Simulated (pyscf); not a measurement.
A first-order saddle from PySCF, ωB97X-D3(BJ)/def2-SVP:

```
O
H 1 0.9727
H 1 1.1242 2 110.98
H 3 1.1390 1 139.48 2 113.24
As 4 1.9962 3 80.20 1 -5.16
H 5 1.5151 4 83.10 3 105.70
H 5 1.5565 6 90.89 4 139.74
```
Charge 0, spin multiplicity 1.

Surface: singlet, charge 0. Lowest wavenumbers (cm⁻¹): 1351i, 310, 438, 514, 722.

Task: Name the species on either side of this saddle.

Result: AsH₃ + H₂O ⇌ HO–AsH₂ + H₂, a four-centre exchange read from left to right: As–H, H–O broken and As–O, H–H formed. At ωB97M-D3(BJ)/def2-TZVP it lies +255.5 kJ/mol from the left side and +204.4 kJ/mol from the right (each side as separated species at their lowest minima found). The same reactants have a lower exit, to AsH₃ + H₂O (barrier +214.8 kJ/mol at ωB97M-D3(BJ)/def2-TZVP, against +255.5 kJ/mol here). This is the saddle that the search found; another between the same sides may lie lower. Elements up to Kr have no core potential and no relativistic terms here.
